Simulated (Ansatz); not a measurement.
A structure relaxed at PBE0-D4/def2-TZVP, charge 0, multiplicity 1:

```xyz
10

C     1.090   -0.539   -0.581
O     0.278    0.613   -0.489
C    -0.567    0.599    0.596
O    -1.599   -0.291    0.474
F    -1.049    1.868    0.682
H     0.490   -1.445   -0.709
H     1.718   -0.650    0.311
H     1.729   -0.401   -1.450
H    -0.045    0.357    1.529
H    -2.045   -0.109   -0.363
```

(1) Give its formula and SMILES.

(2) Summarise the bond lengths by kind.

Results:

(1) C2H5FO2, `COC(O)F`.

(2) 3 × C–O 1.368 to 1.413 Å; 4 × C–H 1.088 to 1.097 Å; 1 × C–F 1.361 Å; 1 × H–O 0.965 Å.

Program: Ansatz 0.2.0.
